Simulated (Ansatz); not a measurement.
C₂H₅O (`[CH2]OC`) radical, relaxed with UKS PBE-D4/def2-SVP in the Gaussian-basis code of Ansatz from a rough embedded geometry. The force threshold is 0.03 eV/Å; the program also tests the step.

Total charge 0; spin multiplicity 2.

Start:

```xyz
8

C     0.961   -0.061    0.810
O    -0.205   -0.549    0.566
C    -0.744    0.008   -0.619
H     1.388    0.668    0.222
H     1.477   -0.460    1.726
H    -0.912    1.090   -0.492
H    -1.784   -0.461   -0.755
H    -0.182   -0.235   -1.458
```

Task: By how much does the energy fall, and how many steps does the optimiser take? (An estimate is asked.)

Result: The calculation gave: 9.81 kcal/mol, in 7 steps.

Task: Which bonds change most? (Best estimate.)

Result: The calculation gave: C3–H8 from 1.038 to 1.114 Å; C1–H4 from 1.030 to 1.105 Å; C1–O2 from 1.288 to 1.357 Å; C3–H7 from 1.150 to 1.107 Å.

Task: Give the relaxed structure. (Estimate.)

Result: Ansatz gave: 
```xyz
8

C     1.062   -0.126    0.790
O    -0.201   -0.552    0.539
C    -0.801   -0.020   -0.627
H     1.385    0.849    0.381
H     1.474   -0.507    1.736
H    -0.849    1.094   -0.589
H    -1.830   -0.423   -0.686
H    -0.241   -0.315   -1.544
```
